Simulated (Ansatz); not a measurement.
## Two structures of CH2F+

Structure I: the triplet with the links of `[CH2+]F`. Structure II: a triplet given by its coordinates. Both are isolated ions in the gas phase, relaxed with r2SCAN-D4/def2-SVP.

I (Å):

| atom | x (Å) | y (Å) | z (Å) |
| --- | --- | --- | --- |
| C | 0.0644 | 0.0103 | 1.2276 |
| F | 1.1090 | -0.6809 | 1.2143 |
| H | -0.1838 | 0.5956 | 0.2255 |
| H | 0.1632 | 1.0916 | 1.7064 |

II (Å):

```yaml
atoms:
  - { symbol: C, position_ang: [-0.3449, 0.4927, 0.1871] }
  - { symbol: F, position_ang: [-0.7910, 0.7079, -1.2230] }
  - { symbol: H, position_ang: [-1.3570, 0.0153, -1.5947] }
  - { symbol: H, position_ang: [-0.6704, 1.2872, 0.8839] }
```

Close contacts (Å): C1–F2 1.49, C1–H4 1.11, F2–H3 0.97.

**Question.** Estimate which is lower in electronic energy at CCSD(T)/def2-TZVPP, and by roughly how much.

**Answer.** The CCSD(T)/def2-TZVPP calculation puts structure I lower, by 2.0 kcal/mol.

How the difference moves with the method:

```tsv
level	geometry	E(II) − E(I) (kcal/mol)	departure from the last row (kcal/mol)	job, with rough time for the two
r2SCAN-D4/def2-SVP	r2SCAN-D4/def2-SVP	+10.2	+8.2	optimisation, 49 s
HF/def2-TZVPP	r2SCAN-D4/def2-SVP	−12.8	−14.8	part of the CCSD(T) run
MP2/def2-TZVPP	r2SCAN-D4/def2-SVP	+0.9	−1.1	part of the CCSD(T) run
CCSD(T)/def2-TZVPP	r2SCAN-D4/def2-SVP	+2.0		single point, 14 s
```

HF/def2-TZVPP puts the two in the other order. The largest departure from CCSD(T)/def2-TZVPP is that of HF/def2-TZVPP, 14.8 kcal/mol. At CCSD(T)/def2-TZVPP a singlet with the links of I lies below this triplet. Levels run at GFN2-xTB geometries aren't shown. The triplet state of II needn't be its ground state.

With harmonic frequencies from r2SCAN-D4/def2-SVP (ideal gas, rigid rotor, one conformer each, 298.15 K, 1 atm): on the last row, ΔE + ΔZPE = +3.2, ΔH = +3.5, ΔG = +2.8 kcal/mol.

Open shells are spin-unrestricted. The correlated steps freeze 2 core orbitals. Mirror images aren't counted in ΔG. Codes used: Ansatz 0.2.0; the last row on 1 thread of Arm Neoverse V1 on a shared host.
